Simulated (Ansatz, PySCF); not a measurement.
Molecule: propene, C3H6, net charge 0, singlet state. SMILES: C=CC
Geometry: optimised at B3LYP-D3(BJ)/def2-TZVP (Ansatz, an electronic-structure program).


Property: enthalpy of formation at 298 K (from the atomisation energy, B3LYP-D3(BJ)/def2-TZVP harmonic zero-point and thermal terms from PySCF, and the atoms' enthalpies of formation in the G2/97 table; no spin-orbit terms, and no core term in the frozen-core levels), in kcal/mol. Cores are frozen in the correlated levels unless marked. UHF or UKS for open shells. Spin-orbit coupling is left out. Non-relativistic. The coupled-cluster limit lacks core correlation, which all-electron functionals hold. Basis-set limits of correlation are two-point, X^-3; Hartree-Fock from the larger set. The bracket is a focal-point correction in the basis named.

Measured: 4.9 kcal/mol (Active Thermochemical Tables 1.112 (ions: stationary electron), as tabulated in the package chemicals); it holds spin-orbit and relativistic effects, which these rows lack, and core correlation, which the frozen-core levels lack.

```tsv
level	program	enthalpy of formation at 298 K (kcal/mol)	error against measurement
HF/6-31G*	Ansatz	213.8	208.9
revPBE/def2-TZVPD	Ansatz	18.0	13.1
BHLYP-D4/def2-TZVPD	Ansatz + dftd4	24.3	19.4
MN15/def2-TZVPD	PySCF	9.2	4.3
RI-MP2/CBS(cc-pVTZ,cc-pVQZ)+[CCSD(T)-MP2]/cc-pVDZ	Ansatz	5.4	0.5
RI-MP2/CBS(cc-pVTZ,cc-pVQZ)+[CCSD(T)-MP2]/cc-pVTZ	Ansatz	6.1	1.2
RI-MP2/CBS(aug-cc-pVTZ,aug-cc-pVQZ)+[CCSD(T)-MP2]/aug-cc-pVTZ	Ansatz	6.1	1.2
```
